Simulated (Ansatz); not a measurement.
A made-up structure of CH6B2, singlet:

B1  (-0.474, 0.642, -1.014)
C2  (0.616, -0.020, -0.133)
B3  (-0.043, -0.542, 1.170)
H4  (-1.399, -0.009, -1.405)
H5  (0.413, 0.443, 1.551)
H6  (1.516, 0.576, 0.013)
H7  (0.828, -0.957, -0.681)
H8  (0.281, -0.123, 2.244)
H9  (-0.905, -1.370, 1.110)
(Å)

It is relaxed with PBE-D4/def2-SVP and then PBE0-D4/def2-TZVP (Ansatz 0.2.0). Atoms count as bonded within 1.22 times the sum of their covalent radii (H–H: 0.88 Å). The end point is not checked to be a true minimum.

Q: Does its bonding change? (Judge from chemistry; the calculation decides.)

A: Computed: Yes. Formed: B1–B3, B1–H5, B1–H9; broken: none.

Where it ends: The first stage lowers the energy by 5.83 eV in 22 steps. It ends as CH₆B₂ ([H]1[BH]23[H][BH]12[CH2]3):
B1  (-0.601, 0.076, -0.155)
C2  (0.941, -0.217, -0.247)
B3  (0.237, -0.335, 1.154)
H4  (-1.575, 0.384, -0.758)
H5  (-0.541, 0.777, 1.014)
H6  (1.613, 0.618, -0.415)
H7  (1.261, -1.130, -0.739)
H8  (0.386, -0.579, 2.306)
H9  (-0.889, -0.953, 0.694)
(Å)

Labels in which every atom is bracketed show which atoms are joined, not bond orders.

For scale, one of the runs: PBE0-D4/def2-TZVP relaxation, 129 basis functions, launched by `ansatz run in.yaml --threads 2 --pin off --events-out ev --progress --plain --max-ram 4352MiB`. Hardware: 2 CPU threads of an AMD EPYC, shared host. Wall time about 38 s.
